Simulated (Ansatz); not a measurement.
A calculation with Ansatz (development build ahead of 0.2.0).

```yaml
crystal:
  periodic: [false, false, false]
  atoms:
    - { symbol: O, position_ang: [0.0, 0.0, 0.0] }
    - { symbol: H, position_ang: [0.0, 0.0, 1.751] }
basis:
  gaussian: { orbitals: "6-31G" }
total_charge: 1
magnetization:
  spin_polarized: true
  initial_magnetization: 2
hamiltonian:
  xc: pbe0
output:
  forces: true
```

The input is written out in the form of the current development build from the run's settings.

The run gave:

* Converged: yes
* Total energy: -75.08857 hartree
* Spin squared of the determinant: 2.155
* Stability test: minimum

Forces (eV/Å):
```
atom     Fx     Fy      Fz
  O1  0.000  0.000   2.318
  H2  0.000  0.000  -2.318
```

Caution: the unrestricted determinant is spin contaminated.
